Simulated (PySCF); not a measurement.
How far each method lies from RCCSDT for BH3⁺, doublet

Geometry: a point of a stretch scan, not a stationary point.

```tsv
atom	x (Å)	y (Å)	z (Å)
B	0.0000	0.0000	-0.1414
H	0.0000	0.7178	-1.1962
H	0.0000	0.0000	3.9096
H	0.0000	-0.7178	-1.1962
```

Basis aug-cc-pVDZ; PySCF 2.14.0. Only valence electrons are correlated (noble-gas cores frozen), which leaves 5 electrons in 49 orbitals. R marks a restricted (for open shells ROHF) determinant, U an unrestricted one.

Full CI isn't at hand for all of this; RCCSDT serves as the reference. It lacks quadruple excitations. The frozen core follows each run's orbitals, which can shift R against U totals by a few meV.

```
UHF ⟨S²⟩                            : 1.758
⟨S²⟩ of the determinant under UCCSD : 0.750
T1 diagnostic (ROHF- or RHF-based CCSD)               : 0.0162
largest doubles amplitude (ROHF- or RHF-based CCSD)   : 0.173
```

| level | E − E(RCCSDT) (kJ/mol) | share of correlation (%) | wall time |
| --- | --- | --- | --- |
| RHF | 250.8 | 0.00 | – |
| RMP2 | 73.5 | 70.71 | – |
| RCCSD | 5.2 | 97.92 | – |
| RCCSD(T) | 1.3 | 99.49 | 4.4 s |

The correlation energy at RCCSDT, counted from RHF, is -2.600 eV. That run took 1.7 min on 1 thread of Arm Neoverse N1, shared host.

Run but not shown, since their state, orbitals or frozen core can't be matched to the reference's or they repeat it: UHF, UMP2, UCCSD, UCCSD(T), UCCSDT.

Times are those of the correlated step on a shared host, with one SCF added for the restricted CCSD run; they ran on 1 thread of Arm Neoverse N1.
